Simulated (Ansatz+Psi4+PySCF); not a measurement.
**doublet H₂F₂(+) in separate pieces: levels of theory in one basis**

```xyz
4

F     0.0934    0.0000   -3.0000
H    -0.8405    0.0000   -3.0000
F    -0.0934    0.0000    3.0000
H     0.8705    0.0000    3.0000
```

Basis set: cc-pVTZ (spherical functions). Frozen core: 2 orbitals. Correlation on ROHF uses semicanonical orbitals with singles. Charge 1, multiplicity 2.

Computed with Ansatz (development build ahead of 0.2.0) and Psi4 1.11; each method stands on the lowest determinant of its kind that the runs found.

```json
{"method": "ROHF", "E − E(ROHF) (eV)": "0.00", "<S²> of the determinant": "0.75"}
{"method": "UHF", "E − E(ROHF) (eV)": "-0.14", "<S²> of the determinant": "0.75"}
{"method": "ROHF-MP2", "E − E(ROHF) (eV)": "-13.09", "<S²> of the determinant": "–"}
{"method": "UHF-MP2", "E − E(ROHF) (eV)": "-13.08", "<S²> of the determinant": "0.75"}
```

Caution for ROHF-MP2, UHF-MP2: MP2 on this radical cation hangs on the determinant chosen.
